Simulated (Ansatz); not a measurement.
Input file:

```yaml
crystal:
  periodic: [false, false, false]
  atoms:
    - {symbol: P, position_ang: [0.000000, 0.000000, 0.066503]}
    - {symbol: H, position_ang: [-0.000001, 1.200646, -0.681212]}
    - {symbol: H, position_ang: [1.039791, -0.600324, -0.681211]}
    - {symbol: H, position_ang: [-1.039791, -0.600324, -0.681210]}
basis:
  gaussian: {orbitals: STO-3G}
magnetization: {spin_polarized: false}
correlation: {method: ccsdt_q, electrons: outside_noble_gas}
```

```sh
$ ansatz run in.yaml --threads 1 --pin off --events-out ev --progress --plain --max-ram 2764MiB --backend cpu
```

**Question.** Roughly how long does this take on 1 thread of AMD EPYC 7R13, shared host, and how much host memory?

**Answer.** 0.57 s wall and 0.1 GiB.

```
183 factors; integrals over basis functions are off by at most 2.7e-8 eV
mean field evaluation 1: about -9214.6364 eV, gradient 3.3e0 eV
mean field evaluation 2: about -9214.6471 eV, gradient 3.3e0 eV
mean field evaluation 4: about -9214.7040 eV, gradient 2.2e-1 eV
mean field evaluation 8: about -9214.7043 eV, gradient 2.5e-6 eV
mean field -9214.70432066 eV, -338.6341378332 hartree, gradient 2.5e-6 eV, S^2 0.000000; 0 other end points of the search recorded, 0 dependent functions left out
5 core orbitals not correlated: weight in the atoms' cores, before any rotation towards them, 1.000 or more for the frozen orbitals, at most 0.000 for the correlated occupied ones
reference -9214.70432066 eV, -338.6341378332 hartree; 4, 4 occupied and 3, 3 virtual orbitals, 183 factors
second order -1.13272590 eV of doubles, -0.00000000 eV of singles
cycle   1  -1.49453737 eV  change   -3.6e-1 eV  update   5.0e-2
cycle   2  -1.69813045 eV  change   -2.0e-1 eV  update   2.0e-2
cycle   3  -1.70319622 eV  change   -5.1e-3 eV  update   2.8e-3
cycle   4  -1.70370711 eV  change   -5.1e-4 eV  update   5.3e-4
cycle   5  -1.70331208 eV  change    4.0e-4 eV  update   7.9e-5
cycle   6  -1.70335933 eV  change   -4.7e-5 eV  update   1.8e-5
cycle   7  -1.70334865 eV  change    1.1e-5 eV  update   3.1e-6
cycle   8  -1.70334957 eV  change   -9.2e-7 eV  update   9.1e-7
cycle   9  -1.70334969 eV  change   -1.2e-7 eV  update   1.5e-7
perturbative correction -0.00007061 eV, -0.0000025949 hartree
Total energy: -9216.40774096 eV, -338.6967373746 hartree
```

For the same geometry and basis full CI lies 0.0 meV higher.
